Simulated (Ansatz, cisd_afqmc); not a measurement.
System: CHN, charge 0, singlet. CHN (formonitrile, SMILES C#N).
B3LYP-D3(BJ)/def2-TZVP minimum from Ansatz (a first-principles code):
```
C
N 1 1.1462
H 1 1.0667 2 180.00
```
Charge 0, spin multiplicity 1.

Total energies in cc-pVDZ, 10 correlated electrons, 2 frozen orbitals. UHF or UKS for unpaired electrons; spin-orbit terms are left out. Correlated methods leave the cores frozen. No relativity. AFQMC/CISD: phaseless, guided by CISD from CCSD amplitudes; bars are statistical, one sigma. Outlying blocks are dropped, and bars are widened where a walk drifts. Over all cases where full CI ran beside it in this data, AFQMC minus full CI had a median of +0.1 mEh and passed +0.4 mEh in a tenth of the cases.

```
method         program        energy (Eh)  minus CCSDTQ (mEh)
----------  ----------  -----------------  ------------------
HF              Ansatz          -92.88383              305.08
MP2             Ansatz          -93.16646               22.46
CCSD            Ansatz          -93.17584               13.08
CCSD(T)         Ansatz          -93.18751                1.41
CCSDT(Q)        Ansatz          -93.18910               -0.19
CCSDTQ          Ansatz          -93.18891                0.00
AFQMC/CISD  cisd_afqmc  -93.1887 ± 0.0004           0.3 ± 0.4
```

Rough core times of Ansatz's runs on a shared machine: CCSD(T) under 20 s, CCSDT(Q) under 20 s, CCSDTQ 3 min.
